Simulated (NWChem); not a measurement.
Species: N$_{2}$H cation; SMILES [NH+]#N

```xyz
3

N      0.0000     0.0000     0.6578
N      0.0000     0.0000    -0.4350
H      0.0000     0.0000    -1.4794
```
Atoms are numbered in this order, from 1.

Program: NWChem. Pople sets run with spherical d functions. All runs use the structure optimised with PBE0/def2-SVP. Vertical excitations in the gas phase; the lowest state need not have the same character in each row.

```
level                   lowest excitation, singlet (eV)  oscillator strength of that lowest state  lowest state with f > 0.02, singlet (eV)  oscillator strength of that bright state  lowest triplet (eV)  orbital gap (eV)
----------------------  -------------------------------  ----------------------------------------  ----------------------------------------  ----------------------------------------  -------------------  ----------------
PBE/6-31+G*, TDA                                   9.81                                     0.000                                     10.37                                     0.058                 7.67              8.72
B3LYP/6-31+G*, TDA                                 9.45                                     0.000                                     10.47                                     0.057                 7.51             11.51
BHandHLYP/6-31+G*, TDA                             9.07                                     0.000                                     10.70                                     0.056                 7.09             15.68
CAM-B3LYP/6-31+G*, TDA                              [?]                                     0.000                                     10.54                                     0.058                  [?]               [?]
```

Question: Complete the blanks.

Answer: 
- CAM-B3LYP/6-31+G*, TDA, lowest excitation, singlet (eV): 9.35
- CAM-B3LYP/6-31+G*, TDA, lowest triplet (eV): 7.44
- CAM-B3LYP/6-31+G*, TDA, orbital gap (eV): 15.10
